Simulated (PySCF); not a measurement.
Ionisation energy of Ne by level of theory

Ne [Ne] (1S) → Ne⁺ [He] 2s2 2p5 (2P), as a difference of total energies. All numbers are calculated (PySCF 2.14, scalar relativity by spin-free X2C-1e, in aug-cc-pCVTZ-DK with one added diffuse shell each of s, p, d, f type (8s7p5d3f, 75 functions)). Correlated levels: valence and next inner shell: nothing frozen. The calculations carry no spin-orbit coupling.

| method | ionisation energy (eV) |
| --- | --- |
| UHF | 19.665 |
| MP2 (valence and next inner shell) | 21.668 |
| SCS-MP2 (valence and next inner shell) | 21.512 |
| CCSD (valence and next inner shell) | 21.387 |
| CCSD(T) (valence and next inner shell) | 21.461 |

Task: How much does correlation contribute at CCSD(T) (valence and next inner shell)?

Result: 21.461 − (19.665) = 1.796 eV, measured against UHF.

Errors of the correlated levels include the incompleteness of this basis.

For comparison: 21.597 eV (measured; NIST levels, between the centres of gravity of the two terms).
